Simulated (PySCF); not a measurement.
Choosing a molecule for a target property.

Each SMILES stands for a single optimised conformer of the isolated species, non-relativistic unless stated; the electronic structure was computed with PySCF and density fitting.

Dipoles, sizes and rotational constants follow the conformer. The torsions of the flexible species, by atom-mapped SMILES:
- `[F:1][CH:2]([F:3])[O:4][C:5]1=[CH:6][O:7][CH2:8][C@H:9]1[F:10]`: F1–C2–O4–C5 165°, C2–O4–C5–C6 -154°
- `[CH3:1][Si@@H:2]([PH2:3])[C:4]#[C:5][C:6]([CH3:7])([CH3:8])[CH3:9]`: H–P3–Si2–C1 76°, H–P3–Si2–C1 168°
- `[N:1]#[C:2][C:3]1=[N:4][C@@H:5]1[CH:6]1[CH2:7][CH2:8][CH2:9]1`: N4–C5–C6–C7 -50°
- `[NH2:1]/[CH:2]=[CH:3]/[CH:4]=[CH:5]/[CH:6]=[NH2+:7]`: C2–C3–C4–C5 180°, C4–C5–C6–N7 180°, H–N1–C2–C3 0°, H–N1–C2–C3 180°

(1) Wanted: HOMO–LUMO gap above 6.8 eV (PBE0/pcSseg-1) and dipole moment below 3 D (PBE0/pcSseg-1), at GFN2-xTB geometries. Which candidate meets both?
A. `C[Si@@H](P)C#CC(C)(C)C`
B. `C1OC[C@@H](F)C=1OC(F)F`
C. `Cc1c(C#N)nnn1C`
D. `N#CC1=N[C@@H]1C1CCC1`

(2) Wanted: smallest rotational constant below 0.6 GHz (GFN2-xTB) and HOMO energy above -7.4 eV (PBE0/pcSseg-1), at GFN2-xTB geometries. Which candidate meets both?
A. `FC(F)OC1=COC[C@H]1F`
B. `C[Si@@H](P)C#CC(C)(C)C`
C. `N/C=C/C=C/C=[NH2+]`
D. `Cn1c(c(nn1)C#N)C`

Answers

(1) A. Computed values:
| species | HOMO–LUMO gap | dipole moment |
| --- | --- | --- |
| N#CC1=N[C@@H]1C1CCC1 | 5.50 eV | 3.15 D |
| C1OC[C@@H](F)C=1OC(F)F | 6.65 eV | 2.47 D |
| Cc1c(C#N)nnn1C | 6.98 eV | 7.58 D |
| C[Si@@H](P)C#CC(C)(C)C | 7.15 eV | 2.24 D |

(2) B. Computed values:
```csv
species,smallest rotational constant,HOMO energy
C[Si@@H](P)C#CC(C)(C)C,0.422 GHz,-7.03 eV
FC(F)OC1=COC[C@H]1F,0.720 GHz,-6.82 eV
N/C=C/C=C/C=[NH2+],0.782 GHz,-10.29 eV
Cn1c(c(nn1)C#N)C,0.969 GHz,-7.81 eV
```
